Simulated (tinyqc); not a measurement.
CCD on RHF in the sto-3g basis, for H2O, spin multiplicity 1, step by step. Computed by tinyqc, a small Python program that keeps every step (integrals from PySCF). Settings: charge = 0, multiplicity = 1, basis = sto-3g, method = RHF, energy threshold = 1e-10, iteration cap = 63, orthogonalisation = symmetric, start = atomic densities, DIIS depth = 6, amplitude equations = CCD, DIIS depth for amplitudes = 4, cap on updates = 82. Command: `OMP_NUM_THREADS=1 python tinyqc.py 27373 27374 out.jsonl` (the two numbers bound the seeds that draw the settings). One thread of a shared host (Intel(R) Xeon(R) Processor @ 2.60GHz), about 0.1 s of CPU time with the checks.

Geometry (angstrom):
```
atom         x          y         z
O     0.000000   0.000000  0.000000
H     0.000000   0.681000  0.669000
H     0.000000  -0.658000  0.647000
```

E_corr = 1/4 sum <ij||ab> t_ij^ab; stop when the norm of the change is below 1e-8.

Course of the amplitude iterations:
```
update  correlation energy (hartree)  norm of the change
0                        -0.03630436                   -
1                        -0.04544674            6.37e-02
2                        -0.04808438            2.19e-02
3                        -0.04945638            8.36e-03
4                        -0.04944895            7.07e-04
5                        -0.04945043            1.47e-04
6                        -0.04945033            1.06e-05
7                        -0.04945033            2.77e-06
8                        -0.04945036            3.24e-07
9                        -0.04945036            6.68e-08
10                       -0.04945036            2.05e-08
11                       -0.04945036            6.30e-09
```

Can the last value be used, and what does the course show?

Yes. Converged in 11 updates, with DIIS from the third.
